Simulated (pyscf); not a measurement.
Single points on ωB97X-D3(BJ)/def2-SVP structures (PySCF, gas phase).

Question: Estimate by transition-state theory the rate constant of H₃C–ZnH + H₂ → CH₄ + ZnH₂ (singlet surface; C–Zn, H–H broken, C–H, H–Zn formed) at 900 K, with ωB97M-D3(BJ)/def2-TZVP energies (ideal gas, 1 atm, RRHO with modes under 100 cm⁻¹ raised to 100, one conformer, R ln 2 for chiral ones without a mode under 150 cm⁻¹; no tunnelling).

Answer: The electronic barrier is 40.8 kcal/mol and the thermal terms add +23.0, so ΔG‡ = 63.8 kcal/mol. With k_BT/h = 1.88e+13 s⁻¹ and RT = 1.788 kcal/mol, and a volume of 1.23e-19 cm³ per molecule at 1 atm, k = 7.2e-22 cm³ molecule⁻¹ s⁻¹. Wigner's tunnelling factor for 1592i cm⁻¹ would be 1.27. A shift of 1 kcal/mol in the barrier changes k by a factor 1.7. At the saddle there is also a short H–Zn contact that neither side keeps. One saddle was located; it need not be the lowest between these sides. Elements up to Kr have no core potential and no relativistic terms here.
